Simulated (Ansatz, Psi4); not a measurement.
## C2H6 (ethane): from total energies to a heat of formation

C2H6 has 8 atoms, charge 0, and is taken as a singlet. SMILES: `CC`. The shape is that of a PBE0-D4/def2-TZVP optimisation.

```xyz
8

C    -0.3268    0.1322   -0.6725
C     0.3268   -0.1322    0.6725
H     0.0705   -0.5296   -1.4459
H    -1.4071   -0.0257   -0.6290
H    -0.1586    1.1602   -1.0024
H    -0.0704    0.5296    1.4459
H     1.4071    0.0256    0.6289
H     0.1585   -1.1601    1.0025
```

Total energies at r2SCAN/def2-SVPD (Psi4 1.11); the atoms run unrestricted:

| species | state | energy (Eh) |
| --- | --- | --- |
| C2H6 | singlet | -79.712009 |
| C | triplet | -37.788268 |
| H | doublet | -0.499209 |

Harmonic wavenumbers at PBE0-D4/def2-TZVP, in cm⁻¹: 309, 822, 822, 1026, 1216, 1217, 1398, 1417, 1495, 1495, 1497, 1497, 3049, 3050, 3106, 3106, 3131, 3131.

Measured heats of formation of the gaseous atoms at 298.15 K, in kJ/mol: C 716.9, H 218.0. Take 1 Eh = 2625.50 kJ/mol, 1 cm⁻¹ = 0.0119627 kJ/mol, RT = 2.479 kJ/mol.

Task: Work out the heat of formation of the gas at 298 K.

Result: 
1. Electronic atomisation energy: 2 × (-37.788268) + 6 × (-0.499209) − (-79.712009) = 1.140219 Eh = 2993.6 kJ/mol.
2. Zero-point energy: half the sum of the wavenumbers, 16392 cm⁻¹ = 196.1 kJ/mol.
3. Thermal vibrational enthalpy, Σ hcν̃/(exp(hcν̃/kT) − 1): 1.7 kJ/mol. Translation, rotation and pV of a non-linear molecule: 4 RT = 9.9 kJ/mol.
4. The 8 free atoms carry 5/2 RT each: 49.6 kJ/mol.
5. Atomisation enthalpy at 298 K: 2993.6 − 196.1 − 1.7 − 9.9 + 49.6 = 2835.5 kJ/mol.
6. Sum of the atoms' heats of formation: 2741.8 kJ/mol. Heat of formation: 2741.8 − 2835.5 = -93.7 kJ/mol.

The tabulated value is -83.8 kJ/mol (Active Thermochemical Tables), so this level is off by -9.9 kJ/mol, or 0.4 % of the atomisation enthalpy that the table implies (2825.5 kJ/mol). So close a hit in a small basis owes something to errors that cancel. Anharmonicity and any spin-orbit splitting of the molecule are left out.
